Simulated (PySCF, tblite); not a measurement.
Isomers of C3H6Cl (doublet state), one GFN2-xTB conformer each. Single-point energies are computed at B3LYP/pcH-1 (PySCF, gas phase, no added dispersion term), electronic only. GFN2-xTB treats the open shell by occupation alone, and not every SCF solution was tested for stability.

Task: Rank them by B3LYP/pcH-1 energy, lowest first (kJ/mol).
A. `C[C](C)Cl` [radical]
B. `[CH2:1][CH2:2][CH2:3][Cl:4]` (doublet state) with H–C1–C2–C3 36° and -148°, C1–C2–C3–Cl4 -179°

Result: A (0.0), B (38.9).

GFN2-xTB itself gives, in the same order: 0.0, 69.4. Both levels put the same isomer lowest.

Task: What happens when harmonic zero-point energies from GFN2-xTB frequencies are added?

Result: 
| SMILES | ZPE (kJ/mol) | electronic (kJ/mol) | with ZPE (kJ/mol) |
| --- | --- | --- | --- |
| C[C](C)Cl | 206.9 | 0.0 | 0.0 |
| [CH2]CCCl | 203.3 | 38.9 | 35.2 |

The zero-point energies span 3.6 kJ/mol. The order is unchanged.
